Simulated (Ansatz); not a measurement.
Input for Ansatz (development build ahead of 0.2.0):

```yaml
crystal:
  periodic: [false, false, false]
  atoms:
    - { symbol: B, position_ang: [0.00348, 0.00717, -0.7929] }
    - { symbol: B, position_ang: [0.00357, 0.00834, 0.79107] }
basis:
  gaussian: { orbitals: def2-TZVP }
magnetization:
  spin_polarized: true
  initial_magnetization: 2
hamiltonian:
  xc: hf
```

The input is written out in the form of the current development build from the run's settings.

Results

```json
{
 "Converged": "yes",
 "Total energy": "-49.15167 hartree",
 "Spin squared of the determinant": "2.908"
}
```

Caution: the unrestricted determinant is a mixture of spin states.
